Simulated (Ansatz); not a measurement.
A displaced shape of singlet NaH2O(+):

```yaml
atoms:
  - { symbol: Na, position_ang: [-0.0360, 0.0300, -1.1156] }
  - { symbol: O, position_ang: [-0.0050, 0.0310, 1.0504] }
  - { symbol: H, position_ang: [0.0472, 0.7538, 1.6954] }
  - { symbol: H, position_ang: [-0.0197, -0.7331, 1.7166] }
```

It was optimised with PBE0/def2-SVP in Ansatz (development build ahead of 0.2.0) to forces under 0.001 eV/Å, with restricted orbitals. Each step stands on the lowest determinant of that kind that the program's search found.

**Question.** What shape does it relax to, and how does the optimisation go?

**Answer.**

```xyz
4

Na   -0.0369    0.0257   -1.1000
O     0.0009    0.0198    1.0870
H     0.0457    0.7810    1.6814
H    -0.0232   -0.7448    1.6784
```

Bond lengths: Na1–O2 2.187 Å, O2–H3 0.967 Å, O2–H4 0.967 Å. Angles: Na1–O2–H3 127.8°, Na1–O2–H4 127.8°, H3–O2–H4 104.3°.

```
step  E − E(start) (eV)  largest force (eV/Å)
   1             0.0000                2.1184
   2            -0.0661                0.9657
   3            -0.0795                0.1883
   4            -0.0806                0.0645
   5            -0.0807                0.0058
   6            -0.0807                0.0030
   7            -0.0807                0.0007
```

The optimisation ended after 7 steps with its threshold met.
